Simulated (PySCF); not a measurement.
**Exact mass, isotope pattern and composition**

Species: `C=C/C=C/C=S`.

Calculated for natural abundance.

(1) Molar mass and exact mass?

(2) What cluster does the molecular ion M+• show when like nominal masses merge?

(3) Double-bond equivalents and nitrogen rule?

(4) List the species in which a single atom is changed from its most abundant isotope.

(5) Give the mass fraction of each element.

Answers

(1) For C5H6S, with standard atomic weights, 5 × 12.011 + 1 × 32.060 + 6 × 1.008 = 98.163 g/mol. From the most abundant isotopes (12C, 32S, 1H), 5 × 12.000000 + 1 × 31.972071 + 6 × 1.007825 = 98.0190 u.

(2) 
```json
{"nominal mass": "98", "m/z (centroid)": "98.0185", "relative intensity": "100.0"}
{"nominal mass": "99", "m/z (centroid)": "99.0214", "relative intensity": "6.3"}
{"nominal mass": "100", "m/z (centroid)": "100.0146", "relative intensity": "4.7"}
{"nominal mass": "101", "m/z (centroid)": "101.0177", "relative intensity": "0.2"}
```

Lines under 0.1 % of the tallest are left out. One electron mass, 0.00055 u, is taken off. Abundances used (%; other tables differ somewhat): 12C 98.93, 13C 1.07; 32S 94.93, 33S 0.76, 34S 4.29, 36S 0.02; 1H 99.9885, 2H 0.0115.

(3) (2 × 5 + 2 + 0 − 6)/2 = 3; the structure has 0 rings and 3 π bonds. The nominal mass 98 is even, with 0 nitrogens, as the rule says.

(4) Intensity in % of the monoisotopic species:

| isotope | mass shift (u) | m/z | intensity (%) |
| --- | --- | --- | --- |
| 33S | +0.99939 | 99.0179 | 0.80 |
| 13C | +1.00335 | 99.0218 | 5.41 |
| 2H | +1.00628 | 99.0247 | 0.07 |
| 34S | +1.99580 | 100.0143 | 4.52 |
| 36S | +3.99501 | 102.0135 | 0.02 |

Species under 0.02 % are left out.

(5) C 61.18 %, S 32.66 %, H 6.16 %.
